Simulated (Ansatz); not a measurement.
`CC(F)F`. Charge 0, multiplicity 1.

Cartesian coordinates in Å:
```
C -0.528 -0.501 -0.295
C 0.423 0.484 0.310
F 0.980 1.259 -0.661
F 1.443 -0.166 0.934
H 0.006 -1.128 -1.011
H -1.333 0.027 -0.807
H -0.956 -1.130 0.487
H -0.036 1.156 1.043
```

Q: What are the harmonic wavenumbers in cm⁻¹ at PBE0-D4/def2-TZVP (Ansatz, finite differences of forces, unscaled)? (Best estimate.)

A: The calculation gave: 234, 384, 470, 573, 882, 957, 1155, 1159, 1169, 1384, 1386, 1434, 1477, 1477, 3072, 3075, 3160, 3162.

Q: Is this a minimum?

A: Yes, all 18 modes are real.

Q: Give the ideal-gas thermochemistry at 298.15 K and 1 bar (rigid rotor, harmonic oscillator; point group Cs, symmetry number 1).

A: Zero-point energy 159.2 kJ/mol; H(298) − E = 172.9 kJ/mol; entropy 281.1 J/(mol·K), of which translation 161.1, rotation 100.8, vibration 19.2; G(298) − E = 89.1 kJ/mol.

Q: And at 400, 500, 600, 800 and 1000 K?

A: 
```csv
T (K),H − E (kJ/mol),S (J/mol/K),G − E (kJ/mol)
400,180.4,302.7,59.3
500,189.2,322.3,28.0
600,199.3,340.7,-5.1
800,222.5,373.9,-76.7
1000,248.7,403.1,-154.4
```
